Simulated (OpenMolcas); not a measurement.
**One shape, several levels: AlNH4 (SMILES [NH2][AlH2])**

Aim: a comparison of 6 runs (M06-2X/STO-3G, PBE0/STO-3G, UB3LYP/STO-3G, ACPF/STO-3G, CISD/STO-3G, CCSD(T)/STO-3G) of AlNH4. 

Program for the calculation: OpenMolcas 26.06.

2 further runs of the same task are left out: 2 set aside as unsound or not needed.

### Step 1. The molecule

AlNH4: 6 atoms, total charge 0, spin state singlet. As SMILES, `[NH2][AlH2]`. The N1–H3 distance was set to 1.521 Å, away from the relaxed value. At this shape a bond of the SMILES string is far longer than usual.

Bond lengths: N1–Al2 1.774 Å, N1–H4 1.015 Å, Al2–H5 1.541 Å, Al2–H6 1.541 Å. Angles: N1–Al2–H5 122.2°, N1–Al2–H6 121.7°, Al2–N1–H4 125.8°, H5–Al2–H6 116.2°. A long bond or contact: N1–H3 1.521 Å.

### Step 2. A single-point energy at M06-2X/STO-3G (run 1)

Input file job.input:

```
&GATEWAY
BASLIB=$CurrDir
COORD
6
bohr
N     -0.42053587    -1.18677257     0.70875123
Al    -0.52893056     2.15086171     0.40943751
H      1.02980625    -3.03257579    -0.94985194
H     -1.33361374    -2.22340074     2.03934519
H     -0.30632083     3.48419577    -2.17051108
H     -0.85774291     3.88413741     2.72728109
BASIS=STO-3G
GROUP=NoSym
&SEWARD
GRIDINPUT
Grid=UltraFine
End of Grid
&SCF
KSDFT=M062X
THRESHOLDS=1e-10 1e-07 1e-07 1e-05
PRORBITALS=1 1
```

The basis set STO-3G is read from a file made from the Basis Set Exchange's data (not shown).

Run with:

```console
$ export MOLCAS_MEM=1860
$ pymolcas job.input > job.log
```

The program printed:

```text
--- Start Module: gateway ---
[...]
--- Stop Module: gateway /rc=_RC_ALL_IS_WELL_ ---
--- Start Module: seward ---
[...]
      Basis functions           18
--- Stop Module: seward /rc=_RC_ALL_IS_WELL_ ---
--- Start Module: scf ---
[...]
       Convergence after  13 Iterations
[...]
::    Total KS-DFT energy                            -295.8266541582
[...]
      Total spin, S                                     0.0000000000
[...]
      Total electronic charge=   24.000000
      Total            charge=   -0.000000
[...]
      Dipole Moment (debye):
      Origin of the operator (angstrom)=   -0.2544    0.5119    0.2660
                   X= -1.0692E-01               Y= -7.4897E-01               Z=  2.5659E-01           Total=  7.9889E-01
      Quadrupole Moment (debye*angstrom):
[...]
--- Stop Module: scf /rc=_RC_ALL_IS_WELL_ ---
[...]
```

Wall time 6.3 s (1 thread of Arm Neoverse V2, shared host); peak memory 0.36 GiB.

### Step 3. The energy at PBE0/STO-3G (run 2)

Input file job.inp:

```
* AlH4N Kohn-Sham DFT

&GATEWAY
  BasLib=$CurrDir
  Coord
  6
  bohr
  N     -0.42053587    -1.18677257     0.70875123
  Al    -0.52893056     2.15086171     0.40943751
  H      1.02980625    -3.03257579    -0.94985194
  H     -1.33361374    -2.22340074     2.03934519
  H     -0.30632083     3.48419577    -2.17051108
  H     -0.85774291     3.88413741     2.72728109
  Basis=STO-3G
  Group=NoSym

&SEWARD
  GridInput
  Grid=UltraFine
  End of Grid

&SCF
  KSDFT=PBE0
  Thresholds=1e-10 1e-07 1e-07 1e-05
  PrOrbitals=1 1
```

The basis set STO-3G is read from a file made from the Basis Set Exchange's data (not shown).

Run with:

```console
$ export MOLCAS_MEM=1860
$ pymolcas job.inp > job.log
```

The program printed:

```text
--- Start Module: gateway ---
[...]
--- Stop Module: gateway /rc=_RC_ALL_IS_WELL_ ---
--- Start Module: seward ---
[...]
      Basis functions           18
--- Stop Module: seward /rc=_RC_ALL_IS_WELL_ ---
--- Start Module: scf ---
[...]
       Convergence after  12 Iterations
[...]
::    Total KS-DFT energy                            -295.6505133164
[...]
      Total spin, S                                     0.0000000000
[...]
      Total electronic charge=   24.000000
      Total            charge=   -0.000000
[...]
      Dipole Moment (debye):
      Origin of the operator (angstrom)=   -0.2544    0.5119    0.2660
                   X= -1.1078E-01               Y= -8.0223E-01               Z=  2.7689E-01           Total=  8.5587E-01
      Quadrupole Moment (debye*angstrom):
[...]
--- Stop Module: scf /rc=_RC_ALL_IS_WELL_ ---
[...]
```

Wall time 5.4 s (1 thread of Arm Neoverse V2, shared host); peak memory 0.36 GiB.

Runs 3 to 4 aren't shown in full; the table further down has their settings and results.

### Step 4. A single-point energy at CISD/STO-3G (run 5)

Input file job.input:

```
* AlH4N CISD
&gateway
baslib
$CurrDir
coord
6
bohr
N     -0.42053587    -1.18677257     0.70875123
Al    -0.52893056     2.15086171     0.40943751
H      1.02980625    -3.03257579    -0.94985194
H     -1.33361374    -2.22340074     2.03934519
H     -0.30632083     3.48419577    -2.17051108
H     -0.85774291     3.88413741     2.72728109
basis
STO-3G
group
NoSym
&seward
&scf
thresholds
1e-10 1e-07 1e-07 1e-05
prorbitals
1 1
&motra
frozen
6
&guga
electrons
12
spin
1
inactive
6
active
0
ciall
1
&cpf
sdci
```

The basis set STO-3G is read from a file made from the Basis Set Exchange's data (not shown).

Run with:

```console
$ export MOLCAS_MEM=1860
$ pymolcas job.input > job.log
```

The program printed:

```text
--- Start Module: gateway ---
[...]
--- Stop Module: gateway /rc=_RC_ALL_IS_WELL_ ---
[...]
      Basis functions           18
[...]
       Convergence after  11 Iterations
[...]
::    Total SCF energy                               -294.9593641603
[...]
      Total spin, S                                     0.0000000000
[...]
      *** WARNING: Default frozen orbitals is overwritten by user input.
      *** Default values:   3
[...]
--- Start Module: guga ---
[...]
--- Stop Module: guga /rc=_RC_ALL_IS_WELL_ ---
--- Start Module: cpf ---
[...]
      Active orbitals                            0       0
[...]
      Spin quantum number                      0.0
[...]
     FINAL CI ENERGY          -295.08720500
     FINAL CORRELATION ENERGY   -0.12784084  REFERENCE ENERGY    -294.95936416
[...]
     REL. CI ENERGY           -295.08720500
[...]
      Total electronic charge=   24.000000
      Total            charge=    0.000000
[...]
      Dipole Moment (debye):
      Origin of the operator (angstrom)=   -0.2544    0.5119    0.2660
                   X= -1.7839E-01               Y= -5.1015E-01               Z=  3.1148E-01           Total=  6.2377E-01
      Quadrupole Moment (debye*angstrom):
[...]
--- Stop Module: cpf /rc=_RC_ALL_IS_WELL_ ---
[...]
```

It took 1.7 s on 1 thread of Arm Neoverse V2, shared host; peak memory 0.36 GiB.

### Step 5. The energy at CCSD(T)/STO-3G (run 6)

Input file job.inp:

```
>>> EXPORT MOLCAS_PRINT=2
&GATEWAY
BASLIB
$CurrDir
COORD
6
bohr
N     -0.42053587    -1.18677257     0.70875123
Al    -0.52893056     2.15086171     0.40943751
H      1.02980625    -3.03257579    -0.94985194
H     -1.33361374    -2.22340074     2.03934519
H     -0.30632083     3.48419577    -2.17051108
H     -0.85774291     3.88413741     2.72728109
BASIS
STO-3G
GROUP
NoSym
&SEWARD
&SCF
THRESHOLDS
1e-10 1e-07 1e-07 1e-05
PRORBITALS
1 1
&RASSCF
FILEORB
$Project.ScfOrb
SPIN
1
NACTEL
0 0 0
INACTIVE
12
RAS2
0
OUTORBITALS
Canonical
ORBLISTING
Nothing
&MOTRA
JOBIPH
FROZEN
6
&CCSDT
CCT
TRIPLES
2
ITERATIONS
80
ACCURACY
1e-08
EXTRAPOLATION
5 4
```

The basis set STO-3G is read from a file made from the Basis Set Exchange's data (not shown).

Run with:

```console
$ export MOLCAS_MEM=1860
$ pymolcas job.inp > job.log
```

The program printed:

```text
--- Start Module: gateway ---
[...]
--- Stop Module: gateway /rc=_RC_ALL_IS_WELL_ ---
[...]
      Basis functions           18
[...]
       Convergence after  11 Iterations
[...]
::    Total SCF energy                               -294.9593641603
[...]
      Total spin, S                                     0.0000000000
[...]
      Number of active orbitals                  0
[...]
      Spin quantum number                      0.0
[...]
      Active orbitals                            0
[...]
      Number of CSFs                             1
[...]
      Number of root(s) required                 1
[...]
      Convergence after  4 iterations
[...]
      Natural orbitals and occupation numbers for root  1
      ************************************************************************************************************************
      *                                                    Final results                                                     *
      ************************************************************************************************************************
[...]
::    RASSCF root number  1 Total energy:   -294.95936416
[...]
      Total electronic charge=   24.000000
      Total            charge=   -0.000000
[...]
      Dipole Moment (debye):
      Origin of the operator (angstrom)=   -0.2544    0.5119    0.2660
                   X= -1.8347E-01               Y= -2.2753E-01               Z=  2.8664E-01           Total=  4.0938E-01
      Quadrupole Moment (debye*angstrom):
[...]
--- Start Module: motra ---
[...]
      *** WARNING: Default frozen orbitals is overwritten by user input.
      *** Default values:   3
[...]
--- Stop Module: motra /rc=_RC_ALL_IS_WELL_ ---
--- Start Module: ccsdt ---
[...]
      Convergence after                    22  Iterations
      Total energy (diff) :    -295.09617311      -0.00000000
[...]
 METHOD                       : CCSD+T(CCSD)+<T3(1)WT1> = CCSD(T)
[...]
       CCSD     =      -295.0961731064295
[...]
--- Stop Module: ccsdt /rc=_RC_ALL_IS_WELL_ ---
[...]
```

It took 2.1 s on 1 thread of Arm Neoverse V2, shared host; peak memory 0.37 GiB.

### Step 6. The series

```csv
run,level,scramble,integration grid,energy (Eh),dipole moment (D) of the reference,HOMO energy (eV),LUMO energy (eV),wall time
1,M06-2X/STO-3G,–,UltraFine,-295.826654,0.80,-4.78,4.72,6.3 s
2,PBE0/STO-3G,–,UltraFine,-295.650513,0.86,-3.18,3.43,5.4 s
3,UB3LYP/STO-3G,0.25,UltraFine,-295.842029,0.87,-3.01,3.02,8.7 s
4,ACPF/STO-3G,–,–,-295.099430,0.41,-7.44,8.50,1.8 s
5,CISD/STO-3G,–,–,-295.087205,0.41,-7.44,8.50,1.7 s
6,CCSD(T)/STO-3G,–,–,-295.098473,0.41,-7.44,8.50,2.1 s
```

### Step 7. What came out

```
                                          quantity          value
                               run 6: total energy  -295.09847 Eh
         run 6: dipole moment (mean-field density)         0.41 D
        run 6: HOMO energy (Hartree–Fock orbitals)       -7.44 eV
        run 6: LUMO energy (Hartree–Fock orbitals)        8.50 eV
      run 6: HOMO–LUMO gap (Hartree–Fock orbitals)       15.94 eV
run 6: correlation energy (6 core orbitals frozen)     -139.1 mEh
                             run 6: (T) correction      -2.30 mEh
```

In words: Over runs 1, 2, 3 the dipole moment (its size) runs from 0.80 D (M06-2X/STO-3G) to 0.87 D (UB3LYP/STO-3G). Over runs 1, 2, 3 the HOMO–LUMO gap runs from 6.03 eV (UB3LYP/STO-3G) to 9.49 eV (M06-2X/STO-3G). Totals of different functionals can't be ranked against each other. In runs 1, 2, 3, 4, 5, 6 the basis is minimal, so the values are rough. All runs together took 26 s, the longest 8.7 s.
